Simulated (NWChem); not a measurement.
methanol (CH$_{4}$O); SMILES CO

```xyz
6

C     -0.0086    -0.6534     0.0000
O     -0.0886     0.7534     0.0000
H      0.4988    -1.0431    -0.8912
H     -1.0313    -1.0315     0.0000
H      0.4988    -1.0431     0.8912
H      0.8025     1.1082     0.0000
```
Atoms are numbered in this order, from 1.

All runs: NWChem. Pople sets run with spherical d functions. Coordinates come from a PBE0-D3(BJ)/def2-TZVP optimisation. Vzz is the largest principal value of the second derivative of the potential at the nucleus (NWChem prints the opposite sign); η is the asymmetry. Non-relativistic.

For level PBE/6-31G*:

```yaml
Vzz O2 (a.u.): -1.880
```

Question: Estimate the same quantities for level B3LYP/def2-TZVP.

Answer: The vzz O2 (a.u.) is -1.934.
